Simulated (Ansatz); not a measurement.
Working through a composite energy at a relaxed geometry of H2P, SMILES [PH2]

With Ansatz 0.2.0, Python API.

Interactive session:
```pycon
>>> import itertools
>>> import warnings
>>> import ansatz
>>> from ase.data import atomic_numbers, covalent_radii
>>> import numpy as np
>>> GEOMETRY = """
... P    -0.00190    0.54190    0.00000
... H    -1.14850   -0.27510    0.00000
... H     1.15040   -0.26680    0.00000
... """
>>> warnings.simplefilter("ignore", ansatz.DeckWarning)
>>> mol = ansatz.Crystal.molecule()
>>> for line in GEOMETRY.strip().splitlines():
...     symbol, *xyz = line.split()
...     mol = mol.atom(symbol, [float(v) for v in xyz])
...
>>> model = (
...     mol.calculation()
...     .basis(gaussian="def2-SVP")
...     .functional("PBE0", dispersion="d4")
...     .spin("collinear", total=1)
... )
>>> symbols = [site.symbol for site in mol.cartesian_sites]
>>> start = np.array([site.position_ang for site in mol.cartesian_sites], dtype=float)
>>> data = model.relax(force_tolerance=0.01).run(threads=1, pin="off").report
>>> end = np.array(data["positions_ang"])
>>> # pairs closer than 1.2 times the sum of covalent radii, before or after
>>> radius = [covalent_radii[atomic_numbers[s]] for s in symbols]
>>> span = lambda where, i, j: np.linalg.norm(where[i] - where[j])
>>> bonded = [(i, j) for i, j in itertools.combinations(range(len(symbols)), 2) if min(span(start, i, j), span(end, i, j)) < 1.2 * (radius[i] + radius[j])]
>>> print("pair        before    after (A)")
pair        before    after (A)
>>> for i, j in bonded:
...     print(f"{symbols[i]}{i}-{symbols[j]}{j}".ljust(10), f"{span(start, i, j):8.4f} {span(end, i, j):8.4f}")
...
P0-H1        1.4079   1.4329
P0-H2        1.4078   1.4329
>>> minimum = ansatz.Crystal.molecule()
>>> for symbol, place in zip(symbols, end):
...     minimum = minimum.atom(symbol, place.tolist())
...
>>> at_minimum = minimum.calculation().spin("collinear", total=1)
>>> # MP2 extrapolated to the basis limit, plus the small-basis difference CCSD(T) - MP2
>>> level = lambda method, basis: at_minimum.basis(gaussian=basis).correlation(method).run(threads=1, pin="off").report
>>> small, large, cluster = level("mp2", "cc-pVDZ"), level("mp2", "cc-pVTZ"), level("ccsd_t", "cc-pVDZ")
>>> corr = lambda each: (each["free_energy_ev"] - each["reference_energy_ev"]) / 27.211386246
>>> mp2_limit = (27 * corr(large) - 8 * corr(small)) / 19
>>> pieces = {"HF / cc-pVTZ": large["reference_energy_ev"] / 27.211386246, "MP2 correlation, DZ-TZ limit": mp2_limit, "CCSD(T) - MP2 / cc-pVDZ": corr(cluster) - corr(small)}
>>> for name, value in pieces.items():
...     print(f"{name:32s} {value:14.6f} Ha")
...
HF / cc-pVTZ                        -341.886614 Ha
MP2 correlation, DZ-TZ limit          -0.149939 Ha
CCSD(T) - MP2 / cc-pVDZ               -0.029065 Ha
>>> print(f"{'sum':32s} {sum(pieces.values()):14.6f} Ha")
sum                                 -342.065619 Ha
>>> print("T1 diagnostic", round(cluster["correlation"]["coupled_cluster"]["t1_diagnostic"], 4))
T1 diagnostic 0.0119
```

Caveats:
- Total energies depend on the basis set; only differences at equal settings carry meaning.
- The sum leaves out core correlation, relativity, the Hartree-Fock basis error and zero-point energy; a DZ-TZ extrapolation is rough.
- The species is open-shell (spin multiplicity 2).
- Inner cores stay frozen, so this is valence correlation.
- For Al to Cl the sets with a tight d function, cc-pV(X+d)Z, are usual.
- An extrapolation from small basis sets is rough.
- Wall time of the script: 6 s on 1 thread of Arm Neoverse N1 (shared host), peak memory 0.16 GiB.
